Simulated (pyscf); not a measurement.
This saddle point was located with ωB97X-D3(BJ)/def2-SVP in PySCF.

```xyz
12

C      0.0760    -0.5680    -0.4505
C     -0.3647     0.5524     0.9738
Si    -2.1421     1.1029     0.7962
H     -0.6889    -1.3183    -0.2184
H      1.1010    -0.7143    -0.0926
H     -0.1235     0.1828    -1.2241
H      0.3598     1.3795     0.9244
H     -0.1767    -0.0450     1.8789
H     -2.3179     1.8244    -0.5020
H     -3.0406    -0.0928     0.7874
H     -2.5858     2.0112     1.8980
H      0.4452    -1.4223    -1.5181
```
Charge 0, spin multiplicity 2.

Surface: doublet, charge 0. Lowest wavenumbers (cm⁻¹): 1588i, 126, 178, 185, 492.

### Question
What reaction is this the transition state of?

### Answer
H₃C–CH₂–SiH₃ + H atom (H•) ⇌ methane (CH₄) + •H₂C–SiH₃, a substitution at C read from left to right: C–C broken and C–H formed. At ωB97M-D3(BJ)/def2-TZVP it lies +1.49 eV from the left side and +2.32 eV from the right (each side as separated species at their lowest minima found). The same reactants have a lower exit, to H₃C–CH₂–SiH₂• + H₂ (barrier +0.20 eV at ωB97M-D3(BJ), against +1.49 eV here). H₃C–CH₂–SiH₃ lies 0.56 eV over its isomer H₃C–SiH₂–CH₃ (electronic energy, ωB97M-D3(BJ)). •H₂C–SiH₃ lies 0.46 eV over its isomer H₃C–SiH₂• (electronic energy, ωB97M-D3(BJ)). This is the saddle that the search found; another between the same sides may lie lower. The angle at the attacked C is 178°.
